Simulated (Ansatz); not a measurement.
Total energies of (H3Si)2S (Si2H6S) from Ansatz at PBE-D4/def2-TZVP, gas phase (1 Eh = 27.2114 eV = 2625.5 kJ/mol). The reference geometry is relaxed at PBE-D4/def2-TZVP.

```xyz
9

Si   -0.644    0.871    1.206
H    -1.947    0.815    0.475
H     0.154    2.020    0.678
H    -0.886    1.048    2.667
S     0.438   -0.976    1.000
Si    0.673   -0.938   -1.138
H     1.449    0.265   -1.570
H    -0.656   -0.925   -1.823
H     1.418   -2.180   -1.494
```

```csv
state,geometry,energy (Eh)
charge 0 singlet,reference,-980.37294
charge 1 doublet,reference,-980.02778
charge 1 doublet,relaxed at PBE-D4/def2-TZVP,-980.03764
free Si atom (triplet),–,-289.22285
free H atom (doublet),–,-0.49962
free S atom (triplet),–,-397.93833
```

(1) Work out the vertical ionisation energy to the doublet.

(2) How much does the charge 1 doublet relax, and what is the adiabatic ionisation energy?

(3) What is the binding energy per atom against free atoms?

(1) E(charge 1 doublet) − E(charge 0 singlet) = -980.02778 − (-980.37294) = 0.34516 Eh = 9.39 eV. For comparison, −ε of the highest occupied level is 6.35 eV at this level, 3.04 eV less.

(2) Relaxation: -980.02778 − (-980.03764) = 0.00986 Eh = 0.27 eV. Adiabatic ionisation energy: 0.33530 Eh = 9.12 eV, without zero-point energy. 

(3) Atoms: 2 × (-289.22285) + 6 × (-0.49962) + 1 × (-397.93833) = -979.38175 Eh. Binding: -979.38175 − (-980.37294) = 0.99119 Eh = 26.97 eV, or 3.00 eV for each of 9 atoms (no zero-point energy, no counterpoise term).
